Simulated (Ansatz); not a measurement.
## GeH$_{3}$⁻, triplet: the ladder up to UCCSDT(Q)

Geometry: a point of a stretch scan, not a stationary point.

```xyz
4

Ge    0.0037    0.0069    0.0000
H     1.6896    0.0534   -0.0065
H    -0.8795    1.4437    0.0119
H    -1.0781   -1.9922   -0.0073
```

Basis aug-cc-pVDZ; Ansatz 0.2.0. Only valence electrons are correlated (noble-gas cores and the filled d shells of p-block atoms frozen), which leaves 8 electrons in 49 orbitals. Prefix R: restricted or restricted open-shell reference; prefix U: unrestricted. Active spaces: valence = (8e, 7o) chosen from the atoms' valence shells. No spin–orbit coupling is included, and no scalar relativity.

Full CI isn't at hand for all of this; UCCSDT(Q) serves as the reference, and is uncertain by about the last step of the cluster series. The frozen core follows each run's orbitals, which can shift R against U totals by a few meV for light atoms and by up to 0.1 eV past Ca.

The UHF ⟨S²⟩ is 2.049 and the T1 diagnostic (RCCSD) is 0.0332. The largest doubles amplitude (RCCSD) is 0.048. The T1 diagnostic (UCCSD) is 0.0340.

**Question.** From what is known of these methods and the diagnostics, rank them by the size of their error in total energy against UCCSDT(Q) in aug-cc-pVDZ, smallest first (an estimate: the text doesn't fix the numbers).
A. UCCSD(T)
B. UCCSDT
C. UCCSD
D. UMP2
E. UHF

**Answer.** B (0.13 kcal/mol), A (0.98 kcal/mol), C (3.92 kcal/mol), D (24.63 kcal/mol), E (93.08 kcal/mol).

All errors are against UCCSDT(Q) in aug-cc-pVDZ. Within each family the higher level lies nearer, as is usual though not guaranteed.

Natural occupations of CASSCF (valence space) about the gap: 1.993 1.970 1.965 1.002 1.000 0.042 0.027; effectively unpaired electrons, Σ n²(2−n)², 2.02.
